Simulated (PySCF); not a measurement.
CCl: frontier orbitals

r²SCAN0 at R = 1.674 Å; PySCF, no relativity, basis sets C pcseg-1, Cl pcseg-1. State: ²Π (doublet), unpaired electrons π ↑. Only the outer orbitals are listed, counted within each symmetry.

```json
{"spin": "α", "orbital": "5σ", "occ.": "1", "ε (eV)": "-26.50", "on C (%)": "20", "main shells (%)": "76 Cl s, 14 C s"}
{"spin": "α", "orbital": "6σ", "occ.": "1", "ε (eV)": "-17.62", "on C (%)": "47", "main shells (%)": "47 C s, 30 Cl p, 21 Cl s"}
{"spin": "α", "orbital": "2π", "occ.": "1", "ε (eV)": "-12.11", "on C (%)": "24", "main shells (%)": "76 Cl p, 24 C p"}
{"spin": "α", "orbital": "2π", "occ.": "1", "ε (eV)": "-11.70", "on C (%)": "13", "main shells (%)": "86 Cl p, 13 C p"}
{"spin": "α", "orbital": "7σ", "occ.": "1", "ε (eV)": "-10.56", "on C (%)": "70", "main shells (%)": "37 C s, 32 C p, 30 Cl p"}
{"spin": "α", "orbital": "3π", "occ.": "1", "ε (eV)": "-6.90", "on C (%)": "75", "main shells (%)": "75 C p, 24 Cl p"}
{"spin": "α", "orbital": "3π", "occ.": "0", "ε (eV)": "-3.29", "on C (%)": "85", "main shells (%)": "85 C p, 13 Cl p"}
{"spin": "α", "orbital": "8σ", "occ.": "0", "ε (eV)": "1.53", "on C (%)": "45", "main shells (%)": "50 C p, 49 Cl p, 9 Cl d"}
{"spin": "α", "orbital": "9σ", "occ.": "0", "ε (eV)": "10.19", "on C (%)": "59", "main shells (%)": "46 C p, 15 Cl p, 14 Cl s"}
{"spin": "β", "orbital": "5σ", "occ.": "1", "ε (eV)": "-26.18", "on C (%)": "16", "main shells (%)": "80 Cl s, 11 C s"}
{"spin": "β", "orbital": "6σ", "occ.": "1", "ε (eV)": "-16.58", "on C (%)": "41", "main shells (%)": "41 Cl p, 39 C s, 18 Cl s"}
{"spin": "β", "orbital": "2π", "occ.": "1", "ε (eV)": "-11.65", "on C (%)": "12", "main shells (%)": "88 Cl p, 11 C p"}
{"spin": "β", "orbital": "2π", "occ.": "1", "ε (eV)": "-11.19", "on C (%)": "8", "main shells (%)": "92 Cl p"}
{"spin": "β", "orbital": "7σ", "occ.": "1", "ε (eV)": "-9.75", "on C (%)": "77", "main shells (%)": "45 C s, 32 C p, 22 Cl p"}
{"spin": "β", "orbital": "3π", "occ.": "0", "ε (eV)": "-2.85", "on C (%)": "86", "main shells (%)": "86 C p, 11 Cl p"}
{"spin": "β", "orbital": "3π", "occ.": "0", "ε (eV)": "-1.28", "on C (%)": "90", "main shells (%)": "90 C p"}
{"spin": "β", "orbital": "8σ", "occ.": "0", "ε (eV)": "2.01", "on C (%)": "47", "main shells (%)": "48 C p, 47 Cl p, 10 Cl d"}
```

Q: Which are the highest filled and the lowest empty level, where do they sit, and how wide is the gap?

A: Highest filled α 3π at -6.90 eV (in %: 75 C p, 24 Cl p); lowest empty α 3π at -3.29 eV (in %: 85 C p, 13 Cl p); the gap at r²SCAN0 is 3.61 eV. Both belong to one degenerate shell, split only by its one-sided filling, so this is no excitation gap.

| Quantity | Value |
| --- | --- |
| bond order (Mayer) | 1.32 |
| ⟨S²⟩ | 0.755 |
| charge on C (Mulliken, basis-dependent) | -0.03 |
| charge on C (Löwdin, basis-dependent) | -0.16 |
| dipole moment (positive dipole means C(−)Cl(+)) | 1.22 D |

The state was picked by a PBE0 search and need not be the measured ground state.
